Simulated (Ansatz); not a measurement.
I need vertical and adiabatic energies of changing the electron count of AlClH, SMILES [AlH][Cl]. Use Ansatz 0.2.0 through its Python package. Use (for the species named): r2SCAN, def2-TZVP basis, multiplicity 2.

Contents of `alclh.xyz`:
```text
3

Al   -0.18660   -0.64020   -0.18000
Cl    1.55600    0.13630    0.86910
H    -1.38030    0.43900   -0.70240
```

`adiabatic_alclh.py`
```python
"""How AlClH relaxes after losing an electron."""

import ansatz as az
import numpy as np


def main() -> None:
    mol = az.Crystal.molecule_from_extxyz("alclh.xyz")

    setup = (
        mol.calculation()
        .basis(gaussian="def2-TZVP")
        .functional("r2SCAN")
        .spin("collinear", total=1)  # spin-polarised run
    )
    symbols = [site.symbol for site in mol.cartesian_sites]
    start = np.array([site.position_ang for site in mol.cartesian_sites], dtype=float)
    report = setup.relax(force_tolerance=0.01).run(threads=1, backend="cpu").report
    end = np.array(report["positions_ang"])

    minimum = az.Crystal.molecule()
    for symbol, place in zip(symbols, end):
        minimum = minimum.atom(symbol, place.tolist())
    ion = minimum.calculation()
    ion = ion.basis(gaussian="def2-TZVP")
    ion = ion.functional("r2SCAN")
    ion = ion.charge(1)
    vertical = ion.run(threads=1, backend="cpu").report
    settled = ion.relax(force_tolerance=0.01, max_steps=80).run(threads=1, backend="cpu").report
    print(f"vertical ionisation energy   {vertical['free_energy_ev'] - report['free_energy_ev']:.3f} eV")
    print(f"adiabatic, no zero point     {settled['free_energy_ev'] - report['free_energy_ev']:.3f} eV")
    print(f"relaxation energy of the ion {vertical['free_energy_ev'] - settled['free_energy_ev']:.3f} eV")
    ionised = np.array(settled["positions_ang"])
    print("final positions (A) and the move of each atom")
    for symbol, xyz, old in zip(symbols, ionised, end):
        print(f"{symbol:2s} {xyz[0]:10.5f} {xyz[1]:10.5f} {xyz[2]:10.5f}   {np.linalg.norm(xyz - old):7.4f}")


if __name__ == "__main__":
    main()
```

`python adiabatic_alclh.py` gives:
```text
vertical ionisation energy   8.426 eV
adiabatic, no zero point     7.542 eV
relaxation energy of the ion 0.883 eV
final positions (A) and the move of each atom
Al   -0.13702   -0.01123   -0.07623    0.6437
Cl    1.62166   -0.14697    0.87056    0.3312
H    -1.49553    0.09330   -0.80763    0.4206
```

Notes:
- The energies are electronic: no zero-point or thermal terms, and the basis set is short of its limit. The product may relax into another structure. The relaxation finds the nearest minimum, so the adiabatic value is an upper bound.
- The species is open-shell (spin multiplicity 2).
- Only the spin states typed were run; another state of an ion can lie lower, by up to an eV or two.
- It ran for 43 s on 1 thread of Arm Neoverse V1, with other jobs on the host, peak memory 0.23 GiB.
